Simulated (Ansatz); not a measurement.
**Wavefunction methods compared: C₂H, doublet**

Program: Ansatz, Gaussian basis, development build; BCCD by scripts on PySCF. Basis STO-3G, 2 core orbitals frozen, nonrelativistic. Perturbation and coupled-cluster methods stand on the Hartree–Fock determinant that coupled cluster favours; RHF here means ROHF, with semicanonical perturbation theory. The state met can differ between shapes. Small basis; these aren't basis-limit values. The unrestricted determinant is a mixture of spins, so it may stand for another state.

Shape A:

```xyz
3

C     0.0000    0.0000    0.0000
H     0.0000    0.0000   -1.0470
C     0.0000    0.0000    1.5456
```

Shape B. A bond is stretched, to 1.32 times the sum of the covalent radii.

```xyz
3

C     0.0000    0.0000    0.0000
H     0.0000    0.0000   -1.4135
C     0.0000    0.0000    1.2170
```

Shape C:

```tsv
atom	x (Å)	y (Å)	z (Å)
C	0.0000	0.0000	0.0000
H	0.0000	0.0000	-0.9423
C	0.0000	0.0000	1.2170
```

Correlation energy of CCSD(T), then each method's total less that of CCSD(T), in eV:

| case | E corr CCSD(T) | CCSD | BCCD | BCCD(T) | determinant |
| --- | --- | --- | --- | --- | --- |
| A RHF | -4.870 | – | +0.160 | +0.015 | 0.04 eV over the lowest such Hartree–Fock solution met |
| A UHF | -3.318 | +0.069 | +0.188 | +0.053 | ⟨S²⟩ = 1.520, 0.02 eV over the lowest such Hartree–Fock solution met |
| B RHF | -5.014 | +0.033 | +0.034 | 0.000 | – |
| C RHF | -4.395 | +0.020 | +0.021 | 0.000 | – |
| C UHF | -3.655 | +0.016 | +0.026 | +0.005 | ⟨S²⟩ = 1.340 |

How far does full CI lie from CCSD(T) in each case, and where is CCSD(T) within 1 kcal/mol (0.043 eV)?

A RHF: -0.095 eV (outside); A UHF: -0.054 eV (outside, spin-contaminated determinant); B RHF: -0.058 eV (outside); C RHF: -0.058 eV (outside); C UHF: -0.052 eV (outside, spin-contaminated determinant).

Several Brueckner solutions were met.
